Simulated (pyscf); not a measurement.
## Substitution at C: H₃C–CH₂–Br + Cl• -> H₃C–Cl + •H₂C–Br

Gas phase, doublet surface, charge 0. Bonds broken: C1–C2. Bonds formed: C1–Cl9. Structures and frequencies: ωB97X-D3(BJ)/def2-SVP in PySCF.

Transition state (Å):

```xyz
9

C     -0.8231     0.8388    -0.6549
C     -0.3319    -0.8725     0.2898
Br    -1.5363    -2.2284    -0.1909
H     -0.6834     0.3317    -1.6083
H     -1.7970     0.8073    -0.1690
H      0.0247     1.3053    -0.1530
H     -0.4113    -0.5996     1.3470
H      0.6829    -1.0685    -0.0712
Cl    -1.2949     2.6721    -1.6262
```

One imaginary mode, 1000i cm⁻¹; descent along it reached the two sides named.

```tsv
bond	change	reactant side (Å)	saddle	product side
C1–C2	breaks	1.518	2.015	3.7
C1–Cl9	forms	3.2	2.128	1.779
```

Electronic energies relative to the separated reactants (kcal/mol):

```
level                   barrier  reaction energy  reverse barrier
----------------------  -------  ---------------  ---------------
ωB97X-D3(BJ)/def2-TZVP     35.7             +8.8             26.9
PBE/def2-TZVP              22.9             +4.2             18.7
r²SCAN/def2-TZVP           25.4             +4.3             21.1
B3LYP-D3(BJ)/def2-TZVP     29.5             +8.3             21.2
PBE0-D3(BJ)/def2-TZVP      30.0             +7.2             22.8
M06-2X/def2-TZVP           33.8             +9.1             24.8
ωB97M-D3(BJ)/def2-TZVP     35.3             +9.0             26.3
HF/def2-TZVP               54.2            +13.5             40.7
```

With ωB97M-D3(BJ)/def2-TZVP energies and thermal terms (ideal gas, 1 atm, RRHO with modes under 100 cm⁻¹ raised to 100, one conformer, R ln 2 for chiral ones without a mode under 150 cm⁻¹), in kcal/mol:

```json
[
 {"T (K)": "298", "ΔH‡": "33.3", "ΔG‡": "40.3", "ΔH": "+5.7", "ΔG": "+2.2"},
 {"T (K)": "600", "ΔH‡": "33.6", "ΔG‡": "47.2", "ΔH": "+5.7", "ΔG": "-1.4"},
 {"T (K)": "900", "ΔH‡": "33.7", "ΔG‡": "54.0", "ΔH": "+5.4", "ΔG": "-4.9"},
 {"T (K)": "1200", "ΔH‡": "33.7", "ΔG‡": "60.7", "ΔH": "+4.7", "ΔG": "-8.2"}
]
```

The same reactants have a lower exit, to H₃C–CH•–Br + HCl (barrier +0.9 kcal/mol at ωB97M-D3(BJ)/def2-TZVP, against +35.3 kcal/mol here). One saddle was located; it need not be the lowest between these sides. The angle at the attacked C is 178°. Left out: orbital degeneracy and the spin-orbit lowering of Cl. Elements up to Kr have no core potential and no relativistic terms here.
